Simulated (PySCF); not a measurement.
Numbering as in the mapped SMILES `[CH3:1][C:2]#[N:3]`; H(Xn) means a hydrogen on atom n.

GIAO shifts from PySCF 2.14.0 with density-fitted response routines on PBE0-D3(BJ)/def2-TZVP geometries (one conformer, non-relativistic, equivalent nuclei averaged), against TMS at the same level and in the same medium; PCM means IEF-PCM chloroform.

Measured (solution, CDCl3, 298 K; Fulmer et al., Organometallics 2010, 29, 2176; solution, not stated per compound (mostly CDCl3 or CCl4); Pretsch, Buehlmann, Badertscher, Structure Determination of Organic Compounds, 4th ed. (2009)): C2 116.4, C1 1.7, H(C1) 1.98 ppm.

Q: Which unscaled values do B97-2/pcSseg-2, gas; WP04/pcSseg-2, PCM; wB97X-D/pcSseg-2, PCM give, and how close are they?

A: 
| atoms | measured | B97-2/pcSseg-2, gas | WP04/pcSseg-2, PCM | wB97X-D/pcSseg-2, PCM |
| --- | --- | --- | --- | --- |
| C2 | 116.4 | 121.0 | 126.3 | 132.0 |
| C1 | 1.7 | 1.6 | 4.0 | 1.5 |
| H(C1) | 1.98 | 1.78 | 2.09 | 2.00 |

Mean absolute error for ¹³C: B97-2/pcSseg-2, gas 2.3, WP04/pcSseg-2, PCM 6.1, wB97X-D/pcSseg-2, PCM 7.9 ppm.

Mean absolute error for ¹H: B97-2/pcSseg-2, gas 0.20, WP04/pcSseg-2, PCM 0.11, wB97X-D/pcSseg-2, PCM 0.02 ppm.
